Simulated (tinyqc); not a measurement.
CIS and TDHF on RHF in the sto-3g basis, frozen core, for BH2+, spin multiplicity 1, step by step. One step of it, computed by the program tinyqc.

Task: CIS singlet states. Diagonalise A (1 hartree = 27.211386 eV); each vector has its largest component positive (the first on a tie). The transition dipole is mu = sqrt2 sum c_ia <i|r|a>.

CIS matrix A, singlet (hartree), order 2>4, 2>5, 2>6, 2>7, 3>4, 3>5, 3>6, 3>7:
```
[[0.439592, 0.000000, -0.030280, -0.002021, -0.001893, 0.000000, 0.001483, -0.034305],
 [0.000000, 0.481964, 0.000000, 0.000000, 0.000000, -0.001975, 0.000000, 0.000000],
 [-0.030280, 0.000000, 0.867949, 0.002407, -0.000549, 0.000000, -0.001376, 0.023421],
 [-0.002021, 0.000000, 0.002407, 0.930735, 0.006796, 0.000000, -0.016862, 0.001367],
 [-0.001893, 0.000000, -0.000549, 0.006796, 0.236058, 0.000000, -0.054439, -0.001588],
 [0.000000, -0.001975, 0.000000, 0.000000, 0.000000, 0.264078, 0.000000, 0.000000],
 [0.001483, 0.000000, -0.001376, -0.016862, -0.054439, 0.000000, 0.714124, -0.003696],
 [-0.034305, 0.000000, 0.023421, 0.001367, -0.001588, 0.000000, -0.003696, 0.881647]]
```

dipole integrals <i|r|a> (bohr), order 2>4, 2>5, 2>6, 2>7, 3>4, 3>5, 3>6, 3>7:
```
[[0.000000, -0.000175, 0.860307],
 [0.829048, 0.000000, 0.000000],
 [0.000000, 0.010242, -0.051881],
 [0.000000, -0.498956, -0.015313],
 [0.000000, 0.259840, -0.020384],
 [-0.015942, 0.000000, 0.000000],
 [0.000000, -1.102154, 0.039024],
 [0.000000, -0.050040, -0.632165]]
```

Give: singlet excitation energies; lowest vectors; oscillator strengths 2/3 w |mu|^2.

Result:

singlet excitation energies (eV): [6.2554, 7.1854, 11.8392, 13.1154, 19.5576, 23.1412, 24.5839, 25.3760]

lowest vectors, order 2>4, 2>5, 2>6, 2>7, 3>4, 3>5, 3>6, 3>7:
```
[[0.0089, 0.0000, 0.9951, 0.0000, 0.0024, -0.0081],
 [0.0000, 0.0091, 0.0000, 1.0000, 0.0000, 0.0000],
 [0.0014, 0.0000, 0.0656, 0.0000, 0.0047, 0.7963],
 [-0.0069, 0.0000, 0.0035, 0.0000, 0.0821, -0.0117],
 [0.9937, 0.0000, -0.0086, 0.0000, -0.1106, -0.0001],
 [0.0000, 1.0000, 0.0000, -0.0091, 0.0000, 0.0000],
 [0.1115, 0.0000, -0.0055, 0.0000, 0.9902, 0.0098],
 [0.0035, 0.0000, 0.0729, 0.0000, 0.0205, -0.6046]]
```

oscillator strengths 2/3 w |mu|^2: [0.0059, 0.0000, 0.3773, 0.4418, 1.2949, 0.1281]
